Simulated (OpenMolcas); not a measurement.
# OH (SMILES [OH]): a chain of runs

We compute a single-point energy (UHF/6-31G), then a single-point energy (CASSCF(3,3)/6-31G), then a single-point energy (CASPT2(3,3)/6-31G), then a single-point energy (SC-NEVPT2(3,3)/6-31G), then the energy (MRCI(3,3)/6-31G) of OH. 

Program for the calculation: OpenMolcas 26.06.

3 further runs of the same task are left out: 3 set aside as unsound or not needed.

## Step 1: Starting point

The species is OH (2 atoms), meant as a doublet with charge 0. As SMILES, `[OH]`. The O1–H2 distance was set to 1.946 Å, away from the relaxed value.

## Step 2: A single-point energy at UHF/6-31G (run 1)

The input, step1.input:

```
* HO Hartree-Fock
>>> EXPORT MOLCAS_PRINT=2

&gateway
 baslib = $CurrDir
 coord
 2
 angstrom
 O        1.247604      -0.399438       0.643631
 H       -0.415880       0.133150      -0.214550
 basis = 6-31G
 group = NoSym

&seward

&scf
 uhf
 spin = 2
 scramble = 0.25
 prorbitals = 1 1
```

The basis set 6-31G is read from a file made from the Basis Set Exchange's data (not shown).

Command:

```console
$ export MOLCAS_MEM=1860
$ pymolcas step1.input > step1.log
```

Standard output:

```text
--- Start Module: gateway ---
[...]
--- Stop Module: gateway /rc=_RC_ALL_IS_WELL_ ---
--- Start Module: seward ---
[...]
      Basis functions           11
--- Stop Module: seward /rc=_RC_ALL_IS_WELL_ ---
--- Start Module: scf ---
[...]
       Convergence after  22 Iterations
[...]
::    Total SCF energy                                -75.2801915344
[...]
      Total spin, S                                     0.8789761774
[...]
      Total electronic charge=    9.000000
      Total            charge=   -0.000000
[...]
      Dipole Moment (debye):
      Origin of the operator (angstrom)=    1.1490   -0.3679    0.5928
                   X= -1.7860E-01               Y=  5.7183E-02               Z= -9.2141E-02           Total=  2.0895E-01
      Quadrupole Moment (debye*angstrom):
[...]
--- Stop Module: scf /rc=_RC_ALL_IS_WELL_ ---
[...]
```

It took 1.2 s on 1 thread of Intel Xeon 6975P-C (Granite Rapids), shared host; peak memory 0.37 GiB.

## Step 3: A single-point energy at CASSCF(3,3)/6-31G (run 2)

The input, step2.input:

```
&gateway
 baslib
 $CurrDir
 coord
 2
 angstrom
 O        1.247604      -0.399438       0.643631
 H       -0.415880       0.133150      -0.214550
 basis
 6-31G
 group
 NoSym

&seward

&rasscf
 fileorb
 $CurrDir/step1.UnaOrb
 spin
 2
 nactel
 3 0 0
 inactive
 3
 ras2
 3
 orblisting
 Nothing
```

The basis set 6-31G is read from a file made from the Basis Set Exchange's data (not shown).

Command:

```console
$ export MOLCAS_MEM=1860
$ pymolcas step2.input > step2.log
```

Standard output:

```text
--- Start Module: gateway ---
[...]
--- Stop Module: gateway /rc=_RC_ALL_IS_WELL_ ---
--- Start Module: seward ---
[...]
      Basis functions           11
--- Stop Module: seward /rc=_RC_ALL_IS_WELL_ ---
--- Start Module: rasscf ---
[...]
      Number of active orbitals                  3
[...]
      Spin quantum number                      0.5
[...]
      Active orbitals                            3
[...]
      Number of CSFs                             8
[...]
      Number of root(s) required                 1
[...]
      Convergence after  8 iterations
[...]
      printout of CI-coefficients larger than  0.05 for root  1
      energy=     -75.289823
      conf/sym  111     Coeff  Weight
             1  2u0  -0.83583 0.69862
             4  udu  -0.28241 0.07976
             6  uud  -0.16305 0.02659
             8  0u2  -0.44164 0.19504
      Natural orbitals and occupation numbers for root  1
      sym 1:   1.503572   1.000000   0.496428
      ************************************************************************************************************************
      *                                                    Final results                                                     *
[...]
::    RASSCF root number  1 Total energy:    -75.28982281
[...]
      Total electronic charge=    9.000000
      Total            charge=   -0.000000
[...]
      Dipole Moment (debye):
      Origin of the operator (angstrom)=    1.1490   -0.3679    0.5928
                   X= -3.6703E-01               Y=  1.1751E-01               Z= -1.8935E-01           Total=  4.2938E-01
      Quadrupole Moment (debye*angstrom):
[...]
--- Stop Module: rasscf /rc=_RC_ALL_IS_WELL_ ---
[...]
```

Wall time 1.2 s (1 thread of Intel Xeon 6975P-C (Granite Rapids), shared host); peak memory 0.37 GiB.

## Step 4: The energy at CASPT2(3,3)/6-31G (run 3)

The input, step3.input:

```
* HO CASPT2
>>> EXPORT MOLCAS_PRINT=2

&GATEWAY
  BASLIB
  $CurrDir
  COORD
  2
  angstrom
  O        1.247604      -0.399438       0.643631
  H       -0.415880       0.133150      -0.214550
  BASIS
  6-31G
  GROUP
  NoSym

&SEWARD

&RASSCF
  FILEORB
  $CurrDir/step2.RasOrb
  SPIN
  2
  NACTEL
  3 0 0
  INACTIVE
  3
  RAS2
  3
  ORBLISTING
  Nothing

&CASPT2
  IMAGINARY
  0.1
  FROZEN
  1
```

The basis set 6-31G is read from a file made from the Basis Set Exchange's data (not shown).

Command:

```console
$ export MOLCAS_MEM=1860
$ pymolcas step3.input > step3.log
```

Standard output:

```text
--- Start Module: gateway ---
[...]
--- Stop Module: gateway /rc=_RC_ALL_IS_WELL_ ---
[...]
      Basis functions           11
[...]
--- Start Module: rasscf ---
[...]
      Number of active orbitals                  3
[...]
      Spin quantum number                      0.5
[...]
      Active orbitals                            3
[...]
      Number of CSFs                             8
[...]
      Number of root(s) required                 1
[...]
      Convergence after  4 iterations
[...]
      printout of CI-coefficients larger than  0.05 for root  1
      energy=     -75.289823
      conf/sym  111     Coeff  Weight
             1  2u0  -0.83583 0.69862
             4  udu  -0.28241 0.07976
             6  uud  -0.16305 0.02659
             8  0u2  -0.44164 0.19504
      Natural orbitals and occupation numbers for root  1
      sym 1:   1.503573   1.000000   0.496427
      ************************************************************************************************************************
      *                                                    Final results                                                     *
[...]
::    RASSCF root number  1 Total energy:    -75.28982281
[...]
      Total electronic charge=    9.000000
      Total            charge=   -0.000000
[...]
      Dipole Moment (debye):
      Origin of the operator (angstrom)=    1.1490   -0.3679    0.5928
                   X= -3.6703E-01               Y=  1.1751E-01               Z= -1.8935E-01           Total=  4.2939E-01
      Quadrupole Moment (debye*angstrom):
[...]
--- Stop Module: rasscf /rc=_RC_ALL_IS_WELL_ ---
--- Start Module: caspt2 ---
[...]
 ###    WARNING: User changed nr of frozen orbitals.                         ###
 ###############################################################################
[...]
      E2 (Variational):          -0.0576495420
      Total energy:             -75.3474723523
[...]
      Reference weight:           0.98286
[...]
::    CASPT2 Root  1     Total energy:    -75.34747235
[...]
--- Stop Module: caspt2 /rc=_RC_ALL_IS_WELL_ ---
[...]
```

Wall time 1.2 s (1 thread of Intel Xeon 6975P-C (Granite Rapids), shared host); peak memory 0.37 GiB.

## Step 5: The energy at SC-NEVPT2(3,3)/6-31G (run 4)

The input, step4.input:

```
&GATEWAY
BasLib=$CurrDir
Coord
2
angstrom
O        1.247604      -0.399438       0.643631
H       -0.415880       0.133150      -0.214550
Basis=6-31G
Group=NoSym
&SEWARD
&RASSCF
FileOrb=$CurrDir/step2.RasOrb
Spin=2
Nactel=3 0 0
Inactive=3
Ras2=3
OrbListing=Nothing
&CASPT2
SC-NEVPT2
Frozen=1
```

The basis set 6-31G is read from a file made from the Basis Set Exchange's data (not shown).

Command:

```console
$ export MOLCAS_MEM=1860
$ pymolcas step4.input > step4.log
```

Standard output:

```text
--- Start Module: gateway ---
[...]
--- Stop Module: gateway /rc=_RC_ALL_IS_WELL_ ---
[...]
      Basis functions           11
[...]
--- Start Module: rasscf ---
[...]
      Number of active orbitals                  3
[...]
      Spin quantum number                      0.5
[...]
      Active orbitals                            3
[...]
      Number of CSFs                             8
[...]
      Number of root(s) required                 1
[...]
      Convergence after  4 iterations
[...]
      printout of CI-coefficients larger than  0.05 for root  1
      energy=     -75.289823
      conf/sym  111     Coeff  Weight
             1  2u0  -0.83583 0.69862
             4  udu  -0.28241 0.07976
             6  uud  -0.16305 0.02659
             8  0u2  -0.44164 0.19504
      Natural orbitals and occupation numbers for root  1
      sym 1:   1.503573   1.000000   0.496427
      ************************************************************************************************************************
      *                                                    Final results                                                     *
[...]
::    RASSCF root number  1 Total energy:    -75.28982281
[...]
      Total electronic charge=    9.000000
      Total            charge=   -0.000000
[...]
      Dipole Moment (debye):
      Origin of the operator (angstrom)=    1.1490   -0.3679    0.5928
                   X= -3.6703E-01               Y=  1.1751E-01               Z= -1.8935E-01           Total=  4.2939E-01
      Quadrupole Moment (debye*angstrom):
[...]
--- Stop Module: rasscf /rc=_RC_ALL_IS_WELL_ ---
--- Start Module: caspt2 ---
[...]
 ###    WARNING: User changed nr of frozen orbitals.                         ###
 ###############################################################################
[...]
      E2 (Variational):          -0.0545772613
[...]
      E2 (Variational):          -0.0544498255
      Total energy:             -75.3442726358
[...]
      Reference weight:           0.98489
[...]
::    SC-NEVPT2 Root  1     Total energy:    -75.34427264
[...]
--- Stop Module: caspt2 /rc=_RC_ALL_IS_WELL_ ---
[...]
```

It took 1.1 s on 1 thread of Intel Xeon 6975P-C (Granite Rapids), shared host; peak memory 0.37 GiB.

## Step 6: The energy at MRCI(3,3)/6-31G (run 5)

The input, step5.input:

```
>>> EXPORT MOLCAS_PRINT=2

&GATEWAY
 BasLib=$CurrDir
 Coord
 2
 angstrom
 O        1.247604      -0.399438       0.643631
 H       -0.415880       0.133150      -0.214550
 Basis=6-31G
 Group=NoSym

&SEWARD

&RASSCF
 FileOrb=$CurrDir/step2.RasOrb
 Spin=2
 Nactel=3 0 0
 Inactive=3
 Ras2=3
 OrbListing=Nothing

&MOTRA
 LumOrb
 Frozen=1

&GUGA
 Electrons=7
 Spin=2
 Inactive=2
 Active=3
 CIAll=1

&MRCI
 SDCI
```

The basis set 6-31G is read from a file made from the Basis Set Exchange's data (not shown).

Command:

```console
$ export MOLCAS_MEM=1860
$ pymolcas step5.input > step5.log
```

Standard output:

```text
--- Start Module: gateway ---
[...]
--- Stop Module: gateway /rc=_RC_ALL_IS_WELL_ ---
[...]
      Basis functions           11
[...]
      Number of active orbitals                  3
[...]
      Spin quantum number                      0.5
[...]
      Active orbitals                            3
[...]
      Number of CSFs                             8
[...]
      Number of root(s) required                 1
[...]
      Convergence after  4 iterations
[...]
      printout of CI-coefficients larger than  0.05 for root  1
      energy=     -75.289823
      conf/sym  111     Coeff  Weight
             1  2u0  -0.83583 0.69862
             4  udu  -0.28241 0.07976
             6  uud  -0.16305 0.02659
             8  0u2  -0.44164 0.19504
      Natural orbitals and occupation numbers for root  1
      sym 1:   1.503573   1.000000   0.496427
      ************************************************************************************************************************
      *                                                    Final results                                                     *
[...]
::    RASSCF root number  1 Total energy:    -75.28982281
[...]
      Dipole Moment (debye):
      Origin of the operator (angstrom)=    1.1490   -0.3679    0.5928
                   X= -3.6703E-01               Y=  1.1751E-01               Z= -1.8935E-01           Total=  4.2939E-01
      Quadrupole Moment (debye*angstrom):
[...]
      *** WARNING: Default frozen orbitals is overwritten by user input.
      *** Default values:   1
[...]
--- Start Module: guga ---
[...]
--- Stop Module: guga /rc=_RC_ALL_IS_WELL_ ---
--- Start Module: mrci ---
[...]
       (But an ACPF correction will be computed)
       USE THE DEFAULT ACPF G-VALUE GFAC=  0.28571428571428570
[...]
                      CI ENERGY:   -75.35283555
[...]
                ACPF CORRECTION:    -0.00096275
[...]
      Total electronic charge=    9.000000
      Total            charge=   -0.000000
[...]
     ACPF CORRECTION:     -0.00096275
[...]
  CI State   1     Total energy:    -75.35283555     QDav:     -0.00135613     QACPF:     -0.00096275
[...]
--- Stop Module: mrci /rc=_RC_ALL_IS_WELL_ ---
[...]
```

Run time: 1.2 s. Hardware: 1 thread of Intel Xeon 6975P-C (Granite Rapids), shared host; peak memory 0.37 GiB.

## Step 7: Results

| quantity | value |
| --- | --- |
| run 1, UHF/6-31G: total energy | -75.28019 Eh |
| run 1, UHF/6-31G: dipole moment | 0.21 D |
| run 1, UHF/6-31G: HOMO energy (highest over α and β) | -13.70 eV |
| run 1, UHF/6-31G: LUMO energy (lowest over α and β) | 2.81 eV |
| run 1, UHF/6-31G: ⟨S²⟩ | 1.652 |
| run 2, CASSCF(3,3)/6-31G: total energy | -75.28982 Eh |
| run 2, CASSCF(3,3)/6-31G: dipole moment (CASSCF density) | 0.43 D |
| run 3, CASPT2(3,3)/6-31G: total energy | -75.34747 Eh |
| run 3, CASPT2(3,3)/6-31G: dipole moment (CASSCF density) | 0.43 D |
| run 4, SC-NEVPT2(3,3)/6-31G: total energy | -75.34427 Eh |
| run 4, SC-NEVPT2(3,3)/6-31G: dipole moment (CASSCF density) | 0.43 D |
| run 5, MRCI(3,3)/6-31G: total energy | -75.35284 Eh |
| run 5, MRCI(3,3)/6-31G: dipole moment (CASSCF density) | 0.43 D |

In words: ⟨S²⟩ (run 1, UHF/6-31G) is 1.65 where a pure doublet has 0.75: the reference is spin-contaminated.
